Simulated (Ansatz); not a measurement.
The input, for Ansatz 0.2.0:

```yaml
crystal:
  periodic: [false, false, false]
  atoms:
    - {symbol: Ge, position_ang: [0.000000, 0.000000, 0.000000]}
    - {symbol: Al, position_ang: [0.000000, 0.000000, 2.723000]}
basis:
  gaussian: {orbitals: aug-cc-pVDZ}
magnetization: {spin_polarized: false, initial_magnetization: 3}
correlation: {method: ccsd_t, electrons: outside_noble_gas}
output: {forces: true}
```

```sh
$ ansatz run in.yaml --threads 1 --pin off --events-out ev --progress --plain --max-ram 3956MiB --backend cpu
```

The program prints:

```
683 factors; integrals over basis functions are off by at most 5.5e-4 eV
mean field evaluation 1: about -63054.2657 eV, gradient 4.3e0 eV
mean field evaluation 2: about -63054.2705 eV, gradient 4.3e0 eV
mean field evaluation 4: about -63054.6786 eV, gradient 1.3e0 eV
mean field evaluation 8: about -63054.7129 eV, gradient 9.1e-2 eV
mean field evaluation 16: about -63054.2657 eV, gradient 4.3e0 eV
mean field evaluation 32: about -63050.3924 eV, gradient 8.4e0 eV
mean field evaluation 64: about -63052.6499 eV, gradient 7.8e-4 eV
mean field evaluation 96: about -63048.8949 eV, gradient 2.7e0 eV
mean field -63054.71356262 eV, -2317.2179834062 hartree, gradient 1.9e-6 eV, S^2 3.750000; 1 other end points of the search recorded, 0 dependent functions left out
mean field evaluation 128: about -63054.8054 eV, gradient 2.6e-2 eV
determinant -63054.71356262 eV, -2317.2179834062 hartree, with singles and doubles -63058.12403106 eV, -2317.3433158097 hartree
determinant -63052.64992836 eV, -2317.1421462462 hartree, with singles and doubles -63056.05531787 eV, -2317.2672920023 hartree
19 core orbitals not correlated: weight in the atoms' cores, before any rotation towards them, 1.000 or more for the frozen orbitals, at most 0.000 for the correlated occupied ones
reference -63054.71356262 eV, -2317.2179834062 hartree; 5, 2 occupied and 39, 42 virtual orbitals, 683 factors
second order -2.60792262 eV of doubles, -0.03199721 eV of singles
cycle   1  -3.39533542 eV  change   -5.3e-2 eV  update   1.5e-2
cycle   2  -3.39673585 eV  change   -1.4e-3 eV  update   4.5e-3
cycle   3  -3.39762135 eV  change   -8.9e-4 eV  update   1.6e-3
cycle   4  -3.39811922 eV  change   -5.0e-4 eV  update   7.7e-4
cycle   5  -3.39841697 eV  change   -3.0e-4 eV  update   4.5e-4
cycle   6  -3.39864539 eV  change   -2.3e-4 eV  update   2.0e-4
cycle   7  -3.39870201 eV  change   -5.7e-5 eV  update   6.4e-5
cycle   8  -3.39871450 eV  change   -1.2e-5 eV  update   2.3e-5
cycle   9  -3.39871433 eV  change    1.7e-7 eV  update   8.0e-6
cycle  10  -3.39871500 eV  change   -6.8e-7 eV  update   3.3e-6
cycle  11  -3.39871540 eV  change   -4.0e-7 eV  update   1.3e-6
cycle  12  -3.39871558 eV  change   -1.7e-7 eV  update   6.7e-7
perturbative correction -0.15311287 eV, -0.0056267941 hartree
the calculation of the forces begins
Total energy: -63058.26539106 eV, -2317.3485106939 hartree
Atom 0 at     0.000000     0.000000     0.000000 Å, force    -0.000000     0.000000     0.862945 eV/Å
Atom 1 at     0.000000     0.000000     2.723000 Å, force     0.000000    -0.000000    -0.862945 eV/Å
Dipole moment:     0.000000    -0.000000     0.371499 e Å
```

Forces (eV/Å):
```
Ge   0.000  0.000  0.863
Al   0.000  0.000 -0.863
```

For the same geometry and basis full CI lies 57.4 meV lower.

Ran on 1 thread of AMD EPYC 7R13, shared host: 8 s wall, 0.23 GiB peak host memory.
